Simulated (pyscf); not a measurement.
PySCF, gas phase, ωB97X-D3(BJ)/def2-SVP geometries. MP2 and CC: frozen core, UHF for open shells. ΔMP2 is the change of the MP2 total energy from the triple- to the quadruple-zeta basis.

SMILES: N
```xyz
4

N     -0.1502    -0.0329    -0.8432
H      0.2866    -0.0136    -1.7657
H      0.2519     0.7556    -0.3345
H      0.2165    -0.8684    -0.3853
```

How much does it cost (ΔH, 298 K, CCSD(T)/def2-TZVPP + ΔMP2(QZVPP)) to split ammonia (NH₃) at its H–N bond into NH₂• + H•?

H–N to NH₂• + H•: 446.3 kJ/mol. The CCSD(T) − MP2 part came from Ansatz, without density fitting, on the same reference.
